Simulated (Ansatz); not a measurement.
Compare A (`CC=C=N`) with its isomer B (`C=C=NC`).

Computed with Ansatz on PBE0-D4/def2-TZVP structures; ΔE is electronic, products minus reactants. CCSD(T)/CBS is the MP2 limit (def2-TZVPP, def2-QZVPP) plus CCSD(T) − MP2 in def2-TZVPP, frozen cores. DFT in def2-TZVPP. B3LYP here is the variant with VWN-RPA as its local correlation; programs differ in this. Each species was taken in one conformer, which may not be the lowest.

A:

```xyz
9

C    -0.512    1.182    0.174
C    -0.471   -0.230   -0.328
C     0.578   -1.004   -0.242
N     1.595   -1.680   -0.270
H    -1.275    1.306    0.948
H     0.448    1.480    0.595
H    -0.753    1.876   -0.637
H    -1.357   -0.658   -0.786
H     1.747   -2.273    0.544
```

B:

```xyz
9

C    -1.0364    1.0102   -1.3526
C    -0.6911    0.2526   -0.3436
N    -0.4509   -0.4596    0.6056
C     0.8843   -0.7886    1.0568
H    -1.1901    2.0714   -1.2109
H    -1.1774    0.5806   -2.3352
H     0.9902   -0.4721    2.0961
H     1.6672   -0.3214    0.4520
H     1.0043   -1.8732    1.0319
```

(1) Which is lower in electronic energy at CCSD(T)/CBS, and by how much? (Estimate.)

(2) Give E(B) − E(A) in kcal/mol with CCSD(T)/def2-TZVPP, B2PLYP, ωB97M-V, B3LYP-D4, HF/def2-TZVPP, PBE-D4, LDA (SPW92). (Best estimate.)

(3) Does the order hold for the free energy at 298.15 K (harmonic terms from PBE0-D4)? (Estimate.)

Largest T1 diagnostic: 0.014.

Answers

(1) Computed: A, by 5.4 kcal/mol.

(2) The calculation gave: CCSD(T)/def2-TZVPP 5.3, B2PLYP 4.6, ωB97M-V 5.3, B3LYP-D4 4.4, HF/def2-TZVPP 4.3, PBE-D4 4.9, LDA (SPW92) 4.8. None reverses the order clearly.

(3) The calculation gave: Yes: G(B) − G(A) = +5.1 kcal/mol, for one conformer each.

In def2-TZVPP, CCSD(T) changes the Hartree–Fock value by +1.0 kcal/mol (the triples alone add −0.0 kcal/mol) and MP2 by +0.8 kcal/mol. Leaving LDA and LC-ωPBE aside and taking each functional with its dispersion term where it has one, the values, not all of them listed here, spread over 1.4 kcal/mol, from BLYP-D4 to B97M-V.
